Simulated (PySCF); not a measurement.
# F: electron affinity

F- [Ne] (1S) → F [He] 2s2 2p5 (2P), as a difference of total energies. All numbers are calculated (PySCF 2.14, no relativity, point nucleus, in aug-cc-pVQZ). Correlated levels: valence: 1s2 frozen. The calculations carry no spin-orbit coupling.

```csv
method,electron affinity (eV)
UHF,1.180
MP2 (valence),3.712
SCS-MP2 (valence),3.536
CCSD (valence),3.207
CCSD(T) (valence),3.379
```

Problem. How much does correlation contribute at CCSD(T) (valence)?

Solution. 3.379 − (1.180) = 2.199 eV, measured against UHF.

A first-order spin-orbit estimate (lowest level to lowest level, LS coupling) adds -0.017 eV.

Errors of the correlated levels include the incompleteness of this basis and the frozen core.

For comparison: 3.401 eV (measured; photodetachment measurements, as compiled on the Wikipedia data page of electron affinities).
